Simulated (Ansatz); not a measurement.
# C₂H₄FNS: a ladder of functionals and wavefunction methods

An exercise on one series of results from a longer session: the logs are not shown, and one member is left open.

Method: functionals in def2-TZVPP, the program's frozen cores in correlated methods; program: Ansatz 0.2.0, Gaussian basis.

The runs, in order: LDA (SPW92), PBE-D4, revPBE-D4, BLYP-D4, r2SCAN-D4, B97M-V, PBE0-D4, B3LYP-D4, r2SCANh-D4, r2SCAN0-D4, HSE06-D4, BHLYP-D4, CAM-B3LYP-D4, LC-ωPBE, ωB97X-V, ωB97M-V, B2PLYP, PBE-QIDH; CCSD(T)/def2-SVP; CCSD(T)/def2-TZVPP; MP2/def2-QZVPP; extrapolation to the limit; RPA on PBE.

### The relaxed structure

All runs share one geometry, relaxed beforehand with PBE0-D4 in a triple-zeta def2 set.

SMILES `N/C=C(/F)S`, 9 atoms, charge 0, spin multiplicity 1.

Atoms are counted from 1 here; the program's logs count them from 0.

Bond lengths: N1–C2 1.374 Å, N1–H6 1.007 Å, N1–H7 1.010 Å, C2–C3 1.335 Å, C2–H8 1.085 Å, C3–F4 1.353 Å, C3–S5 1.737 Å, S5–H9 1.349 Å. Angles: C2–N1–H6 115.4°, C2–N1–H7 114.5°, H6–N1–H7 113.4°, N1–C2–C3 126.0°, N1–C2–H8 116.0°, C3–C2–H8 117.8°, C2–C3–F4 118.7°, C2–C3–S5 124.8°, F4–C3–S5 116.4°, C3–S5–H9 98.7°.

Geometry (Å):

```xyz
9
charge 0, multiplicity 1
N     0.8641    0.0272    1.1892
C     0.7614   -0.1454   -0.1706
C    -0.3526   -0.0197   -0.8954
F    -0.3149   -0.3508   -2.2068
S    -1.8576    0.6120   -0.3001
H     1.7509    0.3750    1.5143
H     0.0725    0.4893    1.6130
H     1.6613   -0.4780   -0.6781
H    -2.4968   -0.5560   -0.0825
```

Set-up of the first run:

in.yaml

```yaml
crystal:
  periodic: [false, false, false]
  atoms:
    - {symbol: N, position_ang: [0.864131, 0.027184, 1.189174]}
    - {symbol: C, position_ang: [0.761412, -0.145366, -0.170574]}
    - {symbol: C, position_ang: [-0.352578, -0.019731, -0.895426]}
    - {symbol: F, position_ang: [-0.314890, -0.350796, -2.206847]}
    - {symbol: S, position_ang: [-1.857565, 0.611998, -0.300055]}
    - {symbol: H, position_ang: [1.750942, 0.374988, 1.514308]}
    - {symbol: H, position_ang: [0.072453, 0.489309, 1.613015]}
    - {symbol: H, position_ang: [1.661268, -0.477975, -0.678057]}
    - {symbol: H, position_ang: [-2.496771, -0.556012, -0.082537]}
basis:
  gaussian: {orbitals: def2-TZVPP}
hamiltonian: {xc: lda}
output: {orbitals: {seedname: orbitals}}
```

On the command line:

```sh
ansatz run in.yaml --threads 2 --pin off --events-out ev --progress --plain --max-ram 4352MiB
```

Steps of the session up to this table: LDA; PBE-D4 (GGA); revPBE-D4 (GGA); BLYP-D4 (GGA); r2SCAN-D4 (meta-GGA); B97M-V (meta-GGA); PBE0-D4 (hybrid); B3LYP-D4 (hybrid); r2SCANh-D4 (hybrid); r2SCAN0-D4 (hybrid); HSE06-D4 (hybrid); BHLYP-D4 (hybrid); CAM-B3LYP-D4 (range-separated); LC-ωPBE (range-separated); ωB97X-V (range-separated); ωB97M-V (range-separated); B2PLYP (double hybrid); PBE-QIDH (double hybrid).

One table of the session follows, with a row left open; its other results are not shown here.

It belongs to the step «Frontier levels by functional». 

| functional | HOMO (eV) | gap (eV) |
| --- | --- | --- |
| LDA (SPW92) | -5.14 | 4.03 |
| PBE-D4 | -4.96 | 4.05 |
| revPBE-D4 | -4.90 | 4.06 |
| BLYP-D4 | -4.85 | 4.02 |
| r2SCAN-D4 | -5.18 | 4.49 |
| B97M-V | -5.24 | 4.55 |
| PBE0-D4 | -6.17 | 6.17 |
| B3LYP-D4 | -5.97 | 5.72 |
| r2SCANh-D4 | -5.63 | 5.28 |
| r2SCAN0-D4 | ? | ? |
| HSE06-D4 | -5.77 | 5.40 |
| BHLYP-D4 | -7.27 | 8.24 |
| CAM-B3LYP-D4 | -7.49 | 8.55 |
| LC-ωPBE | -8.78 | 11.04 |
| ωB97X-V | -8.43 | 10.59 |
| ωB97M-V | -8.34 | 10.30 |

Estimate the missing values for r2SCAN0-D4.

Worked estimate for «HOMO (eV)». Against the share of exact exchange, r2SCAN-D4 (0, -5.18), r2SCANh-D4 (0.1, -5.63) give a slope of -4.50 per unit share; at 0.25 the line stands at -6.30.

As computed: HOMO (eV): -6.31; gap (eV): 6.47. In «HOMO (eV)» the line misses by +0.01.
